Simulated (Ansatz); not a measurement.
# AlBH2 (singlet): wave-function methods side by side, cc-pVTZ

An exercise on one series of results from a longer session: the logs are not shown, and one member is left open.

Computed with Ansatz 0.2.0, Gaussian basis. Level: cc-pVTZ, core rule «outside noble gas», up to 6 orbitals frozen.

The runs, in order: UHF; CCSD(T) on RHF; CCSD(T) on UHF; BCCD(T) on RHF; CCSDT(Q) on RHF; CCSDT(Q) on UHF; CASSCF and MRCISD+Q, 8 electrons in 10 orbitals; CASSCF and NEVPT2, 8 electrons in 10 orbitals.

10 further runs of the same task are left out: 4 for a known fault of the program, 6 set aside as unsound or not needed.

### The geometry

The geometry is a PBE0/def2-TZVP stationary point (not a proven minimum) of the parent state, kept for this charge and spin.

4 atoms, charge 0, spin multiplicity 1.

Atoms are counted from 1 here; the program's logs count them from 0.

Bond lengths: B1–Al2 2.058 Å, B1–H3 1.195 Å, B1–H4 1.195 Å. Angles: Al2–B1–H3 115.6°, Al2–B1–H4 115.6°, H3–B1–H4 128.7°.

The first run:

The input, in.yaml:

```yaml
crystal:
  periodic: [false, false, false]
  atoms:
    - {symbol: B, position_ang: [0.000000, 0.000000, 1.368886]}
    - {symbol: Al, position_ang: [0.000000, 0.000000, -0.689391]}
    - {symbol: H, position_ang: [0.000000, 1.077612, 1.885924]}
    - {symbol: H, position_ang: [0.000000, -1.077612, 1.885924]}
basis:
  gaussian: {orbitals: cc-pVTZ}
magnetization: {spin_polarized: true, initial_magnetization: 0}
hamiltonian: {xc: hf}
output: {orbitals: {seedname: orbitals}}
```

Started as:

```bash
$ ansatz run in.yaml --threads 1 --pin off --events-out ev --progress --plain --max-ram 2816MiB --backend cpu
```

Among the steps run: UHF; CCSD(T) on RHF; CCSD(T) on UHF; BCCD(T) on RHF; CCSDT(Q) on RHF; CCSDT(Q) on UHF; CASSCF and MRCISD+Q, 8 electrons in 10 orbitals; CASSCF and NEVPT2, 8 electrons in 10 orbitals.

One of the session's tables, all rows but one given; the rest of the session is left out.

| method | from RCCSDT(Q) (meV) |
| --- | --- |
| RHF | +5298.0 |
| UHF | ? |
| RMP2 | +1136.1 |
| UMP2 | +1161.4 |
| RCCSD | +189.7 |
| UCCSD | +186.6 |
| RCCSD(T) | +36.6 |
| UCCSD(T) | +38.0 |
| BCCD(T) | +36.1 |
| RCCSDT | +8.0 |
| UCCSDT | +10.1 |
| RCCSDT(Q) | 0 |
| UCCSDT(Q) | +3.3 |
| CASSCF valence | +2833.2 |
| NEVPT2 valence | +870.7 |
| MRCISD valence | +178.3 |
| MRCISD+Q valence | +39.7 |

Estimate the missing values for UHF.

**Answer.** from RCCSDT(Q) (meV): +4886.2. In the column «from RCCSDT(Q) (meV)» it lies between CASSCF valence (+2833.2) and RHF (+5298.0).

Limits of these values: The determinant is far from a pure spin state, so its energy mixes those of several spin states (harmless only where they are near-degenerate, as at dissociation). Restricted and unrestricted rows rest on different reference determinants; where their highest levels disagree by more than a few hundredths of an eV, they describe different states and don't form one ladder.
